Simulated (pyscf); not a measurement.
H₂S + germane (GeH₄) → HS–GeH₃ + hydrogen (H₂) (four-centre exchange; singlet surface; H–S, Ge–H broken, Ge–S, H–H formed). Optimised with ωB97X-D3(BJ)/def2-SVP in PySCF. Energies in kcal/mol from the separated reactants.

```
level                   barrier  reaction energy
----------------------  -------  ---------------
ωB97X-D3(BJ)/def2-TZVP     53.4             -8.1
r²SCAN/def2-TZVP           48.4             -6.2
B3LYP-D3(BJ)/def2-TZVP     51.3             -5.5
M06-2X/def2-TZVP           51.3             -8.3
ωB97M-D3(BJ)/def2-TZVP     55.1             -4.4
HF/def2-TZVP               73.6             -1.8
```

The functionals in the table span 6.7 kcal/mol in this barrier, from r²SCAN to ωB97M-D3(BJ)/def2-TZVP. This is the saddle that the search found; another between the same sides may lie lower. Elements up to Kr have no core potential and no relativistic terms here.
